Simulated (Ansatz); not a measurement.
# K (model structure, started from the beta-Sn type, I4₁/amd, No. 141, 2 atoms in the cell)

Method: PBEsol (Ansatz, an electronic-structure program, PAW).

Settings: plane-wave cutoff 500 eV, 18×18×18 k mesh, Fermi–Dirac smearing 0.1 eV, scalar-relativistic PAW data made under PBE.

Cell (relaxed at this level):

```cif
data_K4
_chemical_formula_sum 'K4'
_space_group_name_H-M_alt 'I41/amd :1'
_space_group_IT_number 141
_space_group_name_Hall 'I 4bw 2bw -1bw'
_cell_length_a 8.16380
_cell_length_b 8.16380
_cell_length_c 4.41941
_cell_angle_alpha 90.000
_cell_angle_beta 90.000
_cell_angle_gamma 90.000
loop_
_atom_site_label
_atom_site_type_symbol
_atom_site_symmetry_multiplicity
_atom_site_Wyckoff_symbol
_atom_site_fract_x
_atom_site_fract_y
_atom_site_fract_z
_atom_site_occupancy
K1 K 4 a 0.00000 0.00000 0.00000 1
```
(The calculation used a cell of 2 atoms; values per cell refer to that cell.)

For K (model structure, started from the beta-Sn type, I4₁/amd, No. 141, 2 atoms in the cell), the band gap is none.

Note: the relaxation could raise the start's symmetry but not lower it, so the cell can be a saddle point.

Computed values are for the static lattice.

A model structure was made by putting elements into a prototype or built by hand; it is no filed structure, need not be a known phase, and can be a saddle point held by its symmetry.
